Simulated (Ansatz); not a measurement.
# MgSiH (sextet): wave-function methods side by side, def2-TZVPP

An exercise on one series of results from a longer session: the logs are not shown, and one member is left open.

Method: def2-TZVPP, core rule «outside noble gas», up to 10 orbitals frozen; program: Ansatz 0.2.0, Gaussian basis.

Plan: UHF; ROHF; CCSD(T) on UHF.

## What is computed

The geometry is a PBE0/def2-TZVP stationary point (not a proven minimum) of the parent state, kept for this charge and spin.

3 atoms, charge 0, spin multiplicity 6.

Atoms are counted from 1 here; the program's logs count them from 0.

Bond lengths: Si1–Mg2 2.479 Å, Si1–H3 1.497 Å. Angles: Mg2–Si1–H3 180.0°.

Set-up of the first run:

File in.yaml:

```yaml
crystal:
  periodic: [false, false, false]
  atoms:
    - {symbol: Si, position_ang: [0.000000, 0.000000, 0.327533]}
    - {symbol: Mg, position_ang: [0.000000, 0.000000, -2.151667]}
    - {symbol: H, position_ang: [0.000000, 0.000000, 1.824133]}
basis:
  gaussian: {orbitals: def2-TZVPP}
magnetization: {spin_polarized: true, initial_magnetization: 5}
hamiltonian: {xc: hf}
output: {orbitals: {seedname: orbitals}}
```

Started as:

```
$ ansatz run in.yaml --threads 1 --pin off --events-out ev --progress --plain --max-ram 2560MiB --backend cpu
```

Steps of the session up to this table: UHF; ROHF; CCSD(T) on UHF.

One table of the session follows, with a row left open; its other results are not shown here.

It belongs to the step «Misses and costs». 

| method | from UCCSD(T) (meV) |
| --- | --- |
| ROHF | +2732.9 |
| UHF | +2699.6 |
| UMP2 | ? |
| UCCSD | +111.8 |
| UCCSD(T) | 0 |

**Question.** Estimate the row for UMP2.

The run gave: from UCCSD(T) (meV): +738.0. In the column «from UCCSD(T) (meV)» it lies between UCCSD (+111.8) and UHF (+2699.6).
